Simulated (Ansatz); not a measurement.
Results of PBE (PAW; Ansatz, a first-principles code) for antifluorite Mg2Ge.

Settings: plane-wave cutoff 520 eV, 12×12×12 k mesh, perturbation theory, force constants from a 4×4×4 q mesh, scalar-relativistic PAW data made under PBE.

**Question.** What does this level give for the zero-point energy?

**Answer.** 
zero-point energy: 0.034 eV/atom
